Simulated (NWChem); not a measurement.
CH$_{3}$O, doublet; SMILES [O]C

Program: NWChem. Pople sets run with spherical d functions. Spin-unrestricted. The radical's symmetric form is orbitally degenerate, so geometry and low modes hang on which distorted state is reached. Coordinates come from a PBE-D3(BJ)/def2-SVP, spin-unrestricted optimisation. No stability test was run on the SCF state.

For level UHF/6-31G*:

- lowest empty minus highest occupied level, either spin (eV): 15.21

**Question.** How do the values read with level UHF/6-311++G** instead?

**Answer.** 
| Quantity | Value |
|---|---|
| lowest empty minus highest occupied level, either spin (eV) | 13.15 |
